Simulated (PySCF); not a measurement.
# Core-level binding energies of methoxyacetaldehyde

Compound: methoxyacetaldehyde, C3H6O2.
Cartesian coordinates in Å at the PBE0-D3(BJ)/def2-SVP level; atoms count from 1:
```
atom  x, y, z in Å
C1    -1.4426    0.4652   -0.0203
O2    -0.6756   -0.1275    0.9879
C3     0.6912    0.0642    0.8243
C4     1.2851   -0.8268   -0.2483
O5     2.3412   -0.6314   -0.7827
H6    -1.3212    1.5658   -0.0326
H7    -2.4968    0.2291    0.1777
H8    -1.1846    0.0849   -1.0283
H9     1.1831   -0.2120    1.7743
H10    0.9652    1.1172    0.6118
H11    0.6550   -1.7286   -0.4788
```

Method used: delta-SCF UKS SCAN, pcX-2 on the ionised atom, pcseg-1 elsewhere, spin-free X2C in PySCF. Binding energies are ΔSCF values: E(core-ionised, relaxed orbitals) − E(ground state) at a fixed geometry, referred to the vacuum level.

Q: What binding energy does each computed site have?

A: 
```csv
atom(s),environment,level,binding energy (eV),above the level's lowest (eV),count
C1,methoxy carbon,C 1s,292.68,0.00,1
C3,sp3 carbon bound to oxygen,C 1s,292.71,+0.03,1
C4,aldehyde carbon,C 1s,293.86,+1.18,1
O5,aldehyde oxygen,O 1s,538.50,0.00,1
O2,ether oxygen,O 1s,539.09,+0.59,1
```

The listed C 1s values span 1.18 eV, from C1 (bonded to O and 3 H) to C4 (bonded to O (double bond), C and H). The values 292.68 and 292.71 eV lie too close for their order to be trusted.

The listed O 1s values span 0.59 eV, from O5 (bonded to C (double bond)) to O2 (bonded to 2 C). Summing the Pauling electronegativity differences to the bonded atoms, each weighted by its formal bond order, gives -1.78 for the lowest site and -1.78 for the highest; the sum is the same at every site.

Q: Which photon wavelength matches the O 1s of O2 (atom 2) threshold?

A: λ = hc/E = 12398.42 eV Å / 539.09 eV = 22.999 Å.

Spin contamination (⟨S²⟩ against 0.75 for a pure doublet) is marked for C 1s of C4 (0.87), which makes this value less certain. One conformer (not necessarily the lowest) at the PBE0-D3(BJ)/def2-SVP geometry, without solvent, vibrations or thermal averaging.
